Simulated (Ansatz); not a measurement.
```yaml
crystal:
  periodic: [false, false, false]
  atoms:
    - {symbol: N, position_ang: [0.644625, -2.148411, 1.234516]}
    - {symbol: C, position_ang: [0.445087, -0.899423, 0.845189]}
    - {symbol: C, position_ang: [0.011666, 0.250646, 0.350005]}
    - {symbol: C, position_ang: [-0.328372, 0.491855, -0.988162]}
    - {symbol: F, position_ang: [-0.527201, 1.527635, -1.427501]}
    - {symbol: H, position_ang: [-0.013409, 1.118088, 1.207356]}
    - {symbol: H, position_ang: [-0.288860, -0.226945, -1.581601]}
basis:
  gaussian: {orbitals: cc-pVDZ, final_grid: {core_spheres: 5, valence_spheres: 4, degree: 11}}
hamiltonian: {xc: {name: HF}}
correlation: {active_space: {window: {electrons: 40, orbitals: 30}}}
accuracy: high
output: {forces: true}
```

```sh
$ ansatz run in.yaml --threads 2 --pin off --events-out ev --progress --plain --max-ram 4352MiB
```

It prints (some lines left out):

```
Functional definition: HF
1788 factors; integrals over basis functions are off by at most 3.5e-9 eV
mean field evaluation 1: about -7301.8185 eV, gradient 3.6e1 eV
mean field evaluation 2: about -7302.0305 eV, gradient 3.6e1 eV
mean field evaluation 4: about -7305.6591 eV, gradient 6.6e0 eV
mean field evaluation 8: about -7305.8141 eV, gradient 6.2e-1 eV
mean field evaluation 16: about -7305.8187 eV, gradient 8.6e-6 eV
mean field -7305.81874732 eV, -268.4838869022 hartree, gradient 9.8e-8 eV, S^2 0.000000; 0 other end points of the search recorded, 0 dependent functions left out
reference -7305.81874732 eV, -268.4838869022 hartree; 18, 18 occupied and 62, 62 virtual orbitals, 1788 factors
Error: 40 electrons in 30 orbitals form no window around the highest filled level of the reference
```

In this input the active space doesn't fit the electrons. The run stopped with an error.
